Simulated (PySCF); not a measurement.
Computed with B3LYP-D3(BJ)/def2-TZVP (PySCF). Gas-phase values, no solvent. B3LYP has the VWN-RPA correlation part, as in Gaussian. 

Reference species (SMILES): `C#N` (neutral, multiplicity 1).

The S1 oscillator strength comes out as 0.000 and the dipole moment is 3.03 D.

Changed species: `C#CC#N` (X = ethynyl; the reference has X = H).

**Question.** Predict the effect on the S1 oscillator strength and dipole moment.

**Answer.** the S1 oscillator strength hardly moves; the dipole moment goes up by 0.84 D, to 3.87 D.
